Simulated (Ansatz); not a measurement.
`N=C=CF`. The species carries charge 0 and has multiplicity 1.

```xyz
6

N     0.4291   -0.6593    1.4038
C     0.0596   -0.1495    0.3574
C    -0.4649    0.4303   -0.6925
F    -0.8981   -0.2869   -1.7445
H     1.4330   -0.8367    1.4643
H    -0.5586    1.5021   -0.7885
```

**Question.** List the harmonic frequencies (cm⁻¹, unscaled) at PBE0-D4/def2-TZVP in Ansatz. (An estimate is asked.)

**Answer.** Ansatz gave: 239, 415, 623, 660, 882, 1036, 1095, 1219, 1426, 2157, 3247, 3456.

**Question.** Is this a minimum?

**Answer.** Yes, all 12 modes are real.

**Question.** Give the ideal-gas thermochemistry at 298.15 K and 1 bar (rigid rotor, harmonic oscillator; point group C1, symmetry number 1).

**Answer.** Zero-point energy 98.4 kJ/mol; H(298) − E = 111.5 kJ/mol; entropy 273.3 J/(mol·K), of which translation 159.7, rotation 97.6, vibration 16.1; G(298) − E = 30.0 kJ/mol.

**Question.** Rotational constants (cm⁻¹)?

**Answer.** 1.712, 0.1506, 0.1402.
